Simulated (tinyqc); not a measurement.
Worked calculation: UKS/LDA (VWN5) in the sto-6g basis, for H2O, spin multiplicity 3. One step of it, computed by the program tinyqc.

Problem. Iteration 1: building the Kohn-Sham matrix. J_ij = sum D_kl (ij|kl) with D = D(alpha) + D(beta); F = H + J + V_xc; E = tr D H + tr D J / 2 + E_xc + E_nn.

D(alpha) at the start, lower triangle:
```
,1O 1s,1O 2s,1O 2px,1O 2py,1O 2pz,2H 1s,3H 1s
1O 1s,1.060889
1O 2s,-0.275052,1.270673
1O 2px,0.000000,0.000000,1.000000
1O 2py,0.000000,0.000000,0.000000,1.082895
1O 2pz,-0.014964,0.103880,0.000000,0.000000,1.050371
2H 1s,0.050470,-0.350355,0.000000,-0.113243,-0.169888,0.584821
3H 1s,0.050470,-0.350355,0.000000,0.113243,-0.169888,0.561137,0.584821
```

D(beta) at the start, lower triangle:
```
,1O 1s,1O 2s,1O 2px,1O 2py,1O 2pz,2H 1s,3H 1s
1O 1s,1.059833
1O 2s,-0.264612,1.167468
1O 2px,0.000000,0.000000,0.000000
1O 2py,0.000000,0.000000,0.000000,1.082895
1O 2pz,-0.010504,0.059791,0.000000,0.000000,1.031536
2H 1s,0.026175,-0.110191,0.000000,-0.113243,-0.067288,0.025939
3H 1s,0.026175,-0.110191,0.000000,0.113243,-0.067288,0.002255,0.025939
```

core Hamiltonian H = T + V (hartree), lower triangle:
```
,1O 1s,1O 2s,1O 2px,1O 2py,1O 2pz,2H 1s,3H 1s
1O 1s,-32.761287
1O 2s,-7.239195,-8.986403
1O 2px,0.000000,0.000000,-7.256509
1O 2py,0.000000,0.000000,0.000000,-7.343071
1O 2pz,-0.010022,-0.118222,0.000000,0.000000,-7.292371
2H 1s,-0.839449,-2.102627,0.000000,-1.369700,-0.904203,-4.004790
3H 1s,-0.839449,-2.102627,0.000000,1.369700,-0.904203,-0.525859,-4.004790
```

Two-electron integrals (ij|kl) in chemists' order, unique and non-zero (hartree):
```
i,j,k,l,(ij|kl)
1,1,1,1,4.787491
2,1,1,1,0.675884
2,1,2,1,0.121505
2,2,1,1,1.117379
2,2,2,1,0.249212
2,2,2,2,0.817383
3,1,3,1,0.025762
3,2,3,1,0.039145
3,2,3,2,0.180664
3,3,1,1,1.117381
3,3,2,1,0.249212
3,3,2,2,0.817382
3,3,3,3,0.880663
4,1,4,1,0.025762
4,2,4,1,0.039145
4,2,4,2,0.180664
4,3,4,3,0.047461
4,4,1,1,1.117381
4,4,2,1,0.249212
4,4,2,2,0.817382
4,4,3,3,0.785741
4,4,4,4,0.880663
5,1,5,1,0.025762
5,2,5,1,0.039145
5,2,5,2,0.180664
5,3,5,3,0.047461
5,4,5,4,0.047461
5,5,1,1,1.117381
5,5,2,1,0.249212
5,5,2,2,0.817382
5,5,3,3,0.785741
5,5,4,4,0.785741
5,5,5,5,0.880663
6,1,1,1,0.082698
6,1,2,1,0.014266
6,1,2,2,0.028678
6,1,3,3,0.028618
6,1,4,1,0.000589
6,1,4,2,0.001159
6,1,4,4,0.028745
6,1,5,1,0.000379
6,1,5,2,0.000746
6,1,5,4,0.000082
6,1,5,5,0.028671
6,1,6,1,0.001707
6,2,1,1,0.226914
6,2,2,1,0.051445
6,2,2,2,0.190172
6,2,3,3,0.186877
6,2,4,1,0.003480
6,2,4,2,0.027019
6,2,4,4,0.193866
6,2,5,1,0.002240
6,2,5,2,0.017391
6,2,5,4,0.004498
6,2,5,5,0.189773
6,2,6,1,0.006090
6,2,6,2,0.058276
6,3,3,1,0.005362
6,3,3,2,0.031315
6,3,4,3,0.005417
6,3,5,3,0.003487
6,3,6,3,0.007666
6,4,1,1,0.148344
6,4,2,1,0.034071
6,4,2,2,0.134180
6,4,3,3,0.128422
6,4,4,1,0.007304
6,4,4,2,0.048707
6,4,4,4,0.143810
6,4,5,1,0.001250
6,4,5,2,0.011195
6,4,5,4,0.006418
6,4,5,5,0.130309
6,4,6,1,0.004192
6,4,6,2,0.049937
6,4,6,4,0.049864
6,5,1,1,0.095483
6,5,2,1,0.021930
6,5,2,2,0.086366
6,5,3,3,0.082660
6,5,4,1,0.001250
6,5,4,2,0.011195
6,5,4,4,0.085591
6,5,5,1,0.006166
6,5,5,2,0.038520
6,5,5,4,0.007304
6,5,5,5,0.090847
6,5,6,1,0.002698
6,5,6,2,0.032142
6,5,6,4,0.027161
6,5,6,5,0.025148
6,6,1,1,0.410706
6,6,2,1,0.094808
6,6,2,2,0.402859
6,6,3,3,0.388488
6,6,4,1,0.007224
6,6,4,2,0.079167
6,6,4,4,0.418972
6,6,5,1,0.004650
6,6,5,2,0.050956
6,6,5,4,0.019621
6,6,5,5,0.401117
6,6,6,1,0.011289
6,6,6,2,0.166880
6,6,6,4,0.162488
6,6,6,5,0.104587
6,6,6,6,0.774999
7,1,1,1,0.082698
7,1,2,1,0.014266
7,1,2,2,0.028678
7,1,3,3,0.028618
7,1,4,1,-0.000589
7,1,4,2,-0.001159
7,1,4,4,0.028745
7,1,5,1,0.000379
7,1,5,2,0.000746
7,1,5,4,-0.000082
7,1,5,5,0.028671
7,1,6,1,0.001678
7,1,6,2,0.005856
7,1,6,4,0.003721
7,1,6,5,0.002599
7,1,6,6,0.010773
7,1,7,1,0.001707
7,2,1,1,0.226914
7,2,2,1,0.051445
7,2,2,2,0.190172
7,2,3,3,0.186877
7,2,4,1,-0.003480
7,2,4,2,-0.027019
7,2,4,4,0.193866
7,2,5,1,0.002240
7,2,5,2,0.017391
7,2,5,4,-0.004498
7,2,5,5,0.189773
7,2,6,1,0.005856
7,2,6,2,0.044099
7,2,6,4,0.026802
7,2,6,5,0.023616
7,2,6,6,0.098578
7,2,7,1,0.006090
7,2,7,2,0.058276
7,3,3,1,0.005362
7,3,3,2,0.031315
7,3,4,3,-0.005417
7,3,5,3,0.003487
7,3,6,3,0.005510
7,3,7,3,0.007666
7,4,1,1,-0.148344
7,4,2,1,-0.034071
7,4,2,2,-0.134180
7,4,3,3,-0.128422
7,4,4,1,0.007304
7,4,4,2,0.048707
7,4,4,4,-0.143810
7,4,5,1,-0.001250
7,4,5,2,-0.011195
7,4,5,4,0.006418
7,4,5,5,-0.130309
7,4,6,1,-0.003721
7,4,6,2,-0.026802
7,4,6,4,-0.011375
7,4,6,5,-0.014109
7,4,6,6,-0.056989
7,4,7,1,-0.004192
7,4,7,2,-0.049937
7,4,7,4,0.049864
7,5,1,1,0.095483
7,5,2,1,0.021930
7,5,2,2,0.086366
7,5,3,3,0.082660
7,5,4,1,-0.001250
7,5,4,2,-0.011195
7,5,4,4,0.085591
7,5,5,1,0.006166
7,5,5,2,0.038520
7,5,5,4,-0.007304
7,5,5,5,0.090847
7,5,6,1,0.002599
7,5,6,2,0.023616
7,5,6,4,0.014109
7,5,6,5,0.017925
7,5,6,6,0.056851
7,5,7,1,0.002698
7,5,7,2,0.032142
7,5,7,4,-0.027161
7,5,7,5,0.025148
7,6,1,1,0.051773
7,6,2,1,0.011855
7,6,2,2,0.047482
7,6,3,3,0.046493
7,6,4,4,0.047494
7,6,5,1,0.000815
7,6,5,2,0.007529
7,6,5,5,0.048459
7,6,6,1,0.001383
7,6,6,2,0.014186
7,6,6,4,0.010693
7,6,6,5,0.008828
7,6,6,6,0.042498
7,6,7,1,0.001383
7,6,7,2,0.014186
7,6,7,4,-0.010693
7,6,7,5,0.008828
7,6,7,6,0.004447
7,7,1,1,0.410706
7,7,2,1,0.094808
7,7,2,2,0.402859
7,7,3,3,0.388488
7,7,4,1,-0.007224
7,7,4,2,-0.079167
7,7,4,4,0.418972
7,7,5,1,0.004650
7,7,5,2,0.050956
7,7,5,4,-0.019621
7,7,5,5,0.401117
7,7,6,1,0.010773
7,7,6,2,0.098578
7,7,6,4,0.056989
7,7,6,5,0.056851
7,7,6,6,0.246305
7,7,7,1,0.011289
7,7,7,2,0.166880
7,7,7,4,-0.162488
7,7,7,5,0.104587
7,7,7,6,0.042498
7,7,7,7,0.774999
```

nuclear repulsion = 6.88816952 hartree

V_xc(alpha) (hartree), lower triangle:
```
,1O 1s,1O 2s,1O 2px,1O 2py,1O 2pz,2H 1s,3H 1s
1O 1s,-2.954803
1O 2s,-0.382551,-0.839989
1O 2px,0.000000,0.000000,-0.831786
1O 2py,0.000000,0.000000,0.000000,-0.845379
1O 2pz,-0.000885,-0.005603,0.000000,0.000000,-0.842392
2H 1s,-0.048191,-0.181397,0.000000,-0.126395,-0.082446,-0.427417
3H 1s,-0.048191,-0.181397,0.000000,0.126395,-0.082446,-0.041208,-0.427417
```

V_xc(beta) (hartree), lower triangle:
```
,1O 1s,1O 2s,1O 2px,1O 2py,1O 2pz,2H 1s,3H 1s
1O 1s,-2.935525
1O 2s,-0.370503,-0.776865
1O 2px,0.000000,0.000000,-0.720656
1O 2py,0.000000,0.000000,0.000000,-0.804921
1O 2pz,-0.000708,-0.001889,0.000000,0.000000,-0.804774
2H 1s,-0.046938,-0.159921,0.000000,-0.107477,-0.069433,-0.275632
3H 1s,-0.046938,-0.159921,0.000000,0.107477,-0.069433,-0.034006,-0.275632
```

E_xc = sum of w rho eps_xc = -9.27118948 hartree

Give: Coulomb J; F(alpha); F(beta); total energy of this density.

Solution.

Coulomb J (hartree), lower triangle:
```
,1O 1s,1O 2s,1O 2px,1O 2py,1O 2pz,2H 1s,3H 1s
1O 1s,17.9538
1O 2s,3.2047,8.3835
1O 2px,0.0000,0.0000,8.3085
1O 2py,0.0000,0.0000,0.0000,8.4280
1O 2pz,0.0071,0.0494,0.0000,0.0000,8.4140
2H 1s,0.3791,1.9212,0.0000,1.3491,0.8777,4.1528
3H 1s,0.3791,1.9212,0.0000,-1.3491,0.8777,0.4786,4.1528
```

F(alpha) (hartree), lower triangle:
```
,1O 1s,1O 2s,1O 2px,1O 2py,1O 2pz,2H 1s,3H 1s
1O 1s,-17.7623
1O 2s,-4.4170,-1.4429
1O 2px,0.0000,0.0000,0.2202
1O 2py,0.0000,0.0000,0.0000,0.2395
1O 2pz,-0.0038,-0.0744,0.0000,0.0000,0.2793
2H 1s,-0.5085,-0.3628,0.0000,-0.1470,-0.1089,-0.2794
3H 1s,-0.5085,-0.3628,0.0000,0.1470,-0.1089,-0.0885,-0.2794
```

F(beta) (hartree), lower triangle:
```
,1O 1s,1O 2s,1O 2px,1O 2py,1O 2pz,2H 1s,3H 1s
1O 1s,-17.7430
1O 2s,-4.4050,-1.3798
1O 2px,0.0000,0.0000,0.3313
1O 2py,0.0000,0.0000,0.0000,0.2800
1O 2pz,-0.0036,-0.0707,0.0000,0.0000,0.3169
2H 1s,-0.5072,-0.3413,0.0000,-0.1281,-0.0959,-0.1276
3H 1s,-0.5072,-0.3413,0.0000,0.1281,-0.0959,-0.0813,-0.1276
```

total energy of this density = -74.464642 hartree
